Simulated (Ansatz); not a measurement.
# A basis-limit estimate, worked out

The pair of NH3 (SMILES N, atoms 1–4) and CO (SMILES [C-]#[O+], atoms 5–6), both closed shells, in one local arrangement (a lower one may exist), relaxed at PBE0-D4/def2-TZVP:

```xyz
6
angstrom
N 0.0472 0.0749 -0.9144
H 0.4721 0.7463 -1.5420
H 0.4221 -0.8356 -1.1503
H -0.9428 0.0510 -1.1256
C -0.2990 -0.4376 2.1420
O 0.3004 0.4010 2.5905
```

Both fragments are computed in the basis of the whole pair.

Program: Ansatz 0.2.0. Basis: def2-TZVPPD and def2-QZVPPD. Cores are frozen in the correlated methods.

Energies in eV:

| quantity | pair | first fragment | second fragment |
| --- | --- | --- | --- |
| Hartree–Fock, triple zeta (X = 3) | -4598.94348 | -1529.87931 | -3069.06726 |
| Hartree–Fock, quadruple zeta (X = 4) | -4599.14131 | -1529.94890 | -3069.19521 |
| MP2 correlation, X = 3 | -16.09715 | -6.43943 | -9.63043 |
| MP2 correlation, X = 4 | -17.20578 | -6.85350 | -10.32089 |
| CCSD(T) correlation, X = 3 | -17.20428 | -6.98764 | -10.18548 |

(1) Work out the interaction energy at the basis limit: extrapolate Hartree–Fock as E(X) = E∞ + A exp(−7.88 √X) and the MP2 correlation as E(X) = E∞ + B X^−2.97 (the exponents that Neese and Valeev fitted for def2-TZVPP and QZVPP, reused here for the diffuse sets), then add CCSD(T) − MP2 in triple zeta.

T1 diagnostic: at most 0.020.

Results:

(1) Each step is linear, so take the differences first (pair − first fragment − second fragment): Hartree–Fock 0.00309 (X = 3) and 0.00280 (X = 4); MP2 correlation -0.02729 and -0.03139; CCSD(T) correlation -0.03116.
Two points give E∞ = E(4) + w [E(4) − E(3)], with w = 1/(exp(7.88 (2 − √3)) − 1) = 0.1377 for Hartree–Fock and w = 1/((4/3)^2.97 − 1) = 0.7407 for the correlation.
Hartree–Fock: 0.00280 + 0.1377 × (-0.00029) = 0.0028 eV.
MP2 correlation: -0.03139 + 0.7407 × (-0.00410) = -0.0344 eV.
CCSD(T) − MP2: -0.03116 − (-0.02729) = -0.0039 eV.
Sum: 0.0028 + (-0.0344) + (-0.0039) = -0.0355 eV, or -0.82 kcal/mol. Plain CCSD(T) in triple zeta gives -0.0281 eV, so the larger basis shifts the result by -0.0074 eV.

For scale, one of the runs: CCSD(T)/def2-TZVPPD, 165 basis functions, launched by `ansatz run in.yaml --threads 2 --pin off --events-out ev --progress --plain --max-ram 5222MiB`. Hardware: 2 CPU threads of an Arm Neoverse V2, shared host. Wall time 18 s; peak host memory 1.4 GiB.
